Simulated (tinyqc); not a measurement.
G0W0 on RHF in the sto-3g basis, for OH-, spin multiplicity 1, step by step. The basis has no diffuse functions, so it cannot describe the extra electron: this is an exercise in the method, not the real anion. One step of it, computed by the program tinyqc.

Problem. G0W0 on Hartree-Fock: HOMO. W(p,q,m) = sqrt2 sum_ia (pq|ia) (X+Y)_ia,m; Sigma_c(x) = sum_(i,m) W^2/(x - e_i + w_m) + sum_(a,m) W^2/(x - e_a - w_m); solve x = e_p + Sigma_c(x) by Newton steps; Z = 1/(1 - dSigma/dx); 1 hartree = 27.211386 eV.

orbital energies (hartree): MO1 -19.578679, MO2 -0.611550, MO3 0.105788, MO4 0.137904, MO5 0.137904, MO6 0.852838

Two-electron integrals over orbitals (pq|rs), unique and non-zero (hartree):
```
(11|11) 4.748607    (21|11) -0.463638   (21|21) 0.071024    (22|11) 1.086538
(22|21) -0.020413   (22|22) 0.765819    (31|11) 0.096841    (31|21) -0.015108
(31|22) 0.004090    (31|31) 0.008612    (32|11) -0.138148   (32|21) 0.004104
(32|22) -0.069383   (32|31) 0.007950    (32|32) 0.081523    (33|11) 0.564751
(33|21) -0.003917   (33|22) 0.484692    (33|31) 0.000447    (33|32) 0.039532
(33|33) 0.609734    (41|41) 0.025906    (42|41) 0.035287    (42|42) 0.166442
(43|41) -0.006711   (43|42) -0.028476   (43|43) 0.018234    (44|11) 1.115366
(44|21) -0.013588   (44|22) 0.788012    (44|31) 0.002899    (44|32) -0.077707
(44|33) 0.467990    (44|44) 0.880159    (51|51) 0.025906    (52|51) 0.035287
(52|52) 0.166442    (53|51) -0.006711   (53|52) -0.028476   (53|53) 0.018234
(54|54) 0.047444    (55|11) 1.115366    (55|21) -0.013588   (55|22) 0.788012
(55|31) 0.002899    (55|32) -0.077707   (55|33) 0.467990    (55|44) 0.785270
(55|55) 0.880159    (61|11) -0.075848   (61|21) 0.011226    (61|22) -0.004043
(61|31) 0.008397    (61|32) 0.017938    (61|33) -0.000944   (61|44) -0.002240
(61|55) -0.002240   (61|61) 0.023338    (62|11) 0.092823    (62|21) -0.003538
(62|22) 0.045648    (62|31) 0.014787    (62|32) 0.066759    (62|33) 0.007901
(62|44) 0.052950    (62|55) 0.052950    (62|61) 0.026755    (62|62) 0.120812
(63|11) 0.320642    (63|21) -0.004888   (63|22) 0.187932    (63|31) -0.001466
(63|32) -0.079670   (63|33) -0.062996   (63|44) 0.193362    (63|55) 0.193362
(63|61) -0.006395   (63|62) 0.004163    (63|63) 0.186276    (64|41) 0.005154
(64|42) 0.021017    (64|43) 0.017261    (64|64) 0.038321    (65|51) 0.005154
(65|52) 0.021017    (65|53) 0.017261    (65|65) 0.038321    (66|11) 0.950759
(66|21) -0.011855   (66|22) 0.682912    (66|31) 0.006791    (66|32) -0.012630
(66|33) 0.557928    (66|44) 0.676959    (66|55) 0.676959    (66|61) 0.006554
(66|62) 0.061686    (66|63) 0.108452    (66|66) 0.701314
```

excitation energies w (hartree): 0.787856  0.787856  1.055704  1.688623  20.478160

X + Y:
```
            1          2          3          4          5
1>6  0.000000   0.000000   0.001113  -0.004880   0.998859
2>6  0.000000   0.000000  -0.011904   0.931192   0.000376
3>6  0.000000   0.000000   0.841165   0.006723  -0.000046
4>6  0.018578   0.952416   0.000000   0.000000   0.000000
5>6  0.952416  -0.018578   0.000000   0.000000   0.000000
```

Give: The 12 largest terms at x = e_p; Newton steps; quasiparticle energy of the HOMO; Hartree-Fock value.

Solution.

The 12 largest terms at x = e_p (hartree; W for the signs of X + Y given):
```
q  m          W       term
5  3      0.229      0.050
5  4      0.072   3.03e-03
6  1      0.052  -1.77e-03
3  1      0.023   6.59e-04
2  1      0.028   5.21e-04
1  1      0.007   2.35e-06
6  2  -1.01e-03  -6.75e-07
5  5  -3.15e-03   4.84e-07
3  2  -4.54e-04   2.51e-07
2  2  -5.52e-04   1.98e-07
1  2  -1.35e-04   8.94e-10
```

Newton steps (hartree):
```
step      x  Sigma_c(x)      Z
0     0.138       0.052  0.951
1     0.188       0.050  0.955
2     0.188       0.050  0.955
3     0.188       0.050  0.955
```

quasiparticle energy of the HOMO = 5.106 eV

Hartree-Fock value = 3.753 eV
